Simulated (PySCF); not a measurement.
Species: C₅H₇S (charge -1).
Z-matrix (Å and degrees, GFN2-xTB geometry), rows numbered from 1:
```
S 
C   1  1.7005
C   2  1.3458  1  126.53
C   3  1.4704  2  123.41  1   179.95
C   4  1.5092  3  121.20  2  -144.55
C   5  1.5005  4   60.19  3  -110.24
H   2  1.0938  1  115.21  3   179.88
H   3  1.0822  2  119.75  1    -0.13
H   4  1.0871  3  113.53  2    -0.18
H   5  1.0826  4  119.17  6  -107.76
H   5  1.0806  4  117.83  6   107.83
H   6  1.0807  4  117.83  5  -107.80
H   6  1.0825  4  119.22  5   107.79
```

Definitions: NICS(0) = −σiso at the ring centroid; NICS(1) = −σiso and NICS(1)zz = −σzz at ±1 Å along the ring normal z. Level: GIAO PBE0/pcSseg-1 (PySCF, non-relativistic, gas phase) on the GFN2-xTB geometry, one conformer.

Ring bond lengths (Å), with Mayer bond orders in brackets: C4–C5 1.509 (0.92), C5–C6 1.501 (0.97), C6–C4 1.509 (0.92).

**Question.** Give the NICS values of each ring in ppm.

**Answer.** 
```tsv
ring	type	NICS(0)	NICS(1), two faces	NICS(1)zz, two faces	rms pucker (Å)	centre to ring atoms, mean (Å)
C4–C5–C6	3-membered carbocycle; formal bonds all single	-41.4	-7.8 / -8.5	-20.4 / -22.8	0.00	0.87
```

**Question.** What do they say, and how far can they be read as aromaticity?

**Answer.** 
- C4–C5–C6: mean NICS(1)zz -21.6 ppm, shielded. C4, C5, C6 have four or more neighbours, and the NICS criterion for π rings isn't applied. A hydrogen on C4, outside the ring, lies only 1.42 Å from a NICS(1) probe, which then mostly feels that atom. NICS(0) lies 33 ppm below the mean NICS(1).

**Question.** How shielded are the nuclei of the rings and their hydrogens (means over atoms taken as equivalent)?

**Answer.** 
| atoms | environment | σ isotropic (ppm) | principal values of the symmetric part, first atom (ppm) |
| --- | --- | --- | --- |
| C4 | allylic carbon | 166.5 | 130.2, 152.2, 217.0 |
| C5 (×2) | three-membered-ring carbon | 178.5 | 148.3, 174.5, 212.6 |
| H9 | methine hydrogen | 30.47 | 24.5, 29.5, 37.4 |
| H10 (×2) | methylene hydrogen | 31.72 | 25.9, 28.2, 41.1 |
| H11 (×2) | methylene hydrogen | 32.12 | 26.7, 29.8, 39.8 |
